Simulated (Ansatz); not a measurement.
# C3H3FOS: one species, many methods

An exercise on one series of results from a longer session: the logs are not shown, and one member is left open.

Method: functionals in def2-TZVPP, the program's frozen cores in correlated methods; program: Ansatz 0.2.0, Gaussian basis.

Plan: LDA (SPW92), PBE-D4, revPBE-D4, BLYP-D4, r2SCAN-D4, B97M-V, PBE0-D4, B3LYP-D4, r2SCANh-D4, r2SCAN0-D4, HSE06-D4, BHLYP-D4, CAM-B3LYP-D4, LC-ωPBE, ωB97X-V, ωB97M-V, B2PLYP, PBE-QIDH; CCSD(T)/def2-SVP; CCSD(T)/def2-TZVPP; MP2/def2-QZVPP; extrapolation to the limit; RPA on PBE.

**The geometry**

An earlier PBE0-D4 in a triple-zeta def2 set relaxation fixed the geometry.

SMILES `C#CC(O)(F)S`, 9 atoms, charge 0, spin multiplicity 1.

Atoms are counted from 1 here; the program's logs count them from 0.

Bond lengths: C1–C2 1.197 Å, C1–H7 1.065 Å, C2–C3 1.456 Å, C3–O4 1.365 Å, C3–F5 1.379 Å, C3–S6 1.836 Å, O4–H8 0.966 Å, S6–H9 1.342 Å. Angles: C2–C1–H7 179.6°, C1–C2–C3 178.5°, C2–C3–O4 109.7°, C2–C3–F5 108.5°, C2–C3–S6 112.0°, O4–C3–F5 110.1°, O4–C3–S6 108.7°, F5–C3–S6 107.8°, C3–O4–H8 107.9°, C3–S6–H9 95.1°.

Geometry (Å):

```xyz
9
charge 0, multiplicity 1
C     1.45742    0.94101    1.30451
C     0.72777    0.31466    0.59134
C    -0.16542   -0.41661   -0.29628
O    -0.44715   -1.64001    0.23978
F     0.45766   -0.56661   -1.51737
S    -1.74204    0.48102   -0.57849
H     2.10566    1.49329    1.94356
H    -1.10045   -2.06948   -0.32693
H    -1.20515    1.41644   -1.37722
```

The first run:

File in.yaml:

```yaml
crystal:
  periodic: [false, false, false]
  atoms:
    - {symbol: C, position_ang: [1.457418, 0.941006, 1.304509]}
    - {symbol: C, position_ang: [0.727766, 0.314660, 0.591338]}
    - {symbol: C, position_ang: [-0.165415, -0.416606, -0.296278]}
    - {symbol: O, position_ang: [-0.447148, -1.640009, 0.239778]}
    - {symbol: F, position_ang: [0.457660, -0.566612, -1.517365]}
    - {symbol: S, position_ang: [-1.742041, 0.481017, -0.578487]}
    - {symbol: H, position_ang: [2.105664, 1.493286, 1.943564]}
    - {symbol: H, position_ang: [-1.100453, -2.069480, -0.326933]}
    - {symbol: H, position_ang: [-1.205151, 1.416437, -1.377225]}
basis:
  gaussian: {orbitals: def2-TZVPP}
hamiltonian: {xc: lda}
output: {orbitals: {seedname: orbitals}}
```

The run is started by

```sh
> ansatz run in.yaml --threads 4 --pin off --events-out ev --progress --plain --max-ram 10444MiB
```

Among the steps run: LDA; PBE-D4 (GGA); revPBE-D4 (GGA); BLYP-D4 (GGA); r2SCAN-D4 (meta-GGA); B97M-V (meta-GGA); B3LYP-D4 (hybrid); r2SCANh-D4 (hybrid); r2SCAN0-D4 (hybrid); HSE06-D4 (hybrid); BHLYP-D4 (hybrid); CAM-B3LYP-D4 (range-separated); LC-ωPBE (range-separated); ωB97X-V (range-separated); ωB97M-V (range-separated); B2PLYP (double hybrid); PBE-QIDH (double hybrid).

One table of the session follows, with a row left open; its other results are not shown here.

It belongs to the step «Orbital energies across the functionals». 

```
  functional  HOMO (eV)  gap (eV)
 LDA (SPW92)      -6.44      4.66
      PBE-D4      -6.28      4.72
   revPBE-D4      -6.22      4.76
     BLYP-D4      -6.13      4.67
   r2SCAN-D4      -6.56      5.24
      B97M-V      -6.63      5.34
     PBE0-D4      -7.56      6.98
    B3LYP-D4      -7.32      6.48
  r2SCANh-D4      -7.03      6.06
  r2SCAN0-D4      -7.74      7.30
    HSE06-D4      -7.16      6.20
    BHLYP-D4      -8.70      9.14
CAM-B3LYP-D4      -8.93      9.44
     LC-ωPBE          ?         ?
     ωB97X-V      -9.95     11.58
     ωB97M-V      -9.78     11.23
```

Q: Estimate the row for LC-ωPBE from the others.

The run gave: HOMO (eV): -10.36; gap (eV): 12.11. In the column «HOMO (eV)» it is the lowest.
